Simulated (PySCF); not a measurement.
Succinonitrile radical anion, C4H4N2 (charge -1 and doublet state).
Cartesian coordinates in Å at the PBE0-D3(BJ)/def2-SVP level; atoms count from 1:
```
atom  x, y, z in Å
N1    -1.1733    1.2338   -1.4272
C2    -0.3195    0.7884   -0.7290
C3    -0.0118   -0.3061    0.2664
C4     1.4283   -0.1357    0.7403
C5     2.0381    1.0340    0.0059
N6     3.0323    1.6711   -0.1324
H7    -0.7339   -0.2494    1.1021
H8    -0.1726   -1.2861   -0.2198
H9     2.0378   -1.0390    0.5519
H10    1.4845    0.0581    1.8275
```

The hyperfine couplings belong to this conformer and change with its torsions.

Identity: succinonitrile radical anion (`N#CCC[C]=[N-]`) (charge -1).

Theory: UKS B3LYP, IGLO-III on C N, pcH-1 on H, non-relativistic, mean-field spin-orbit, GIAO in PySCF 2.14.0. Whether the extra electron is bound in the gas phase wasn't checked; a finite basis holds it in any case. The geometry's basis has no diffuse functions, a weakness for an anion. The SCF solution wasn't tested for stability.

Break the g tensor into its mass correction, gauge correction and orbital-Zeeman/spin–orbit terms.

| Δg (ppm) | 1 | 2 | 3 |
| --- | --- | --- | --- |
| relativistic mass correction | -177 | -177 | -177 |
| gauge correction | 40 | 68 | 31 |
| orbital Zeeman/spin–orbit | -1950 | -1420 | 1293 |
| total | -2086 | -1529 | 1147 |

So g = 2.00023, 2.00079, 2.00347 and g_iso = 2.00150; the tensor is rhombic: the two nearest values differ by 17 % of g3 − g1. 

How much does each term add to the isotropic shift?

The orbital-Zeeman/spin–orbit term -692, the mass correction -177 and the gauge correction 46 ppm, for a total of -823 ppm. The orbital-Zeeman/spin–orbit term is the largest in size. The mass correction is the same along every axis, so the anisotropy comes from the other two: their spans along these axes are 38 (gauge) and 3243 ppm (orbital Zeeman/spin–orbit).

What effective moment and Curie constant follow for a powder?

With the mean of g² = 4.0060 and S(S+1) = 0.75: μ_eff = √(⟨g²⟩S(S+1)) = 1.733 μB and χT = 0.12505·⟨g²⟩·S(S+1) = 0.376 cm³ K/mol (cgs; spin-Hamiltonian part alone).

In a frozen sample, at which fields do the three g values resonate at 9.5, 34, 94 and 263 GHz (hyperfine left aside), and which band first spreads them over more than twice a line width of 0.5 mT?

| band | GHz | B(g3) mT | B(g2) mT | B(g1) mT | spread mT |
| --- | --- | --- | --- | --- | --- |
| X | 9.5 | 338.79 | 339.24 | 339.34 | 0.55 |
| Q | 34.0 | 1212.51 | 1214.13 | 1214.47 | 1.96 |
| W | 94.0 | 3352.23 | 3356.72 | 3357.65 | 5.42 |
| J | 263.0 | 9379.12 | 9391.66 | 9394.28 | 15.16 |

The spread grows in proportion to the frequency. Q band is the first where it exceeds 1.0 mT.

Largest spin populations (Mulliken): N1 (+0.25), C2 (+0.25), N6 (+0.24) and C5 (+0.24). Four atoms exceed +0.15. The positive populations add up to 1.15 and the negative ones to -0.15, together 2S = 1.

The HOMO–LUMO gaps are 2.94 eV among the α and 6.29 eV among the β orbitals.

Hardware: Arm Neoverse V1, one thread, no GPU, shared host with 32 logical CPUs at a one-minute load of 22. Cost: 41 s of wall time (with the writing of density and orbital grids), 0.99 GiB resident at most.
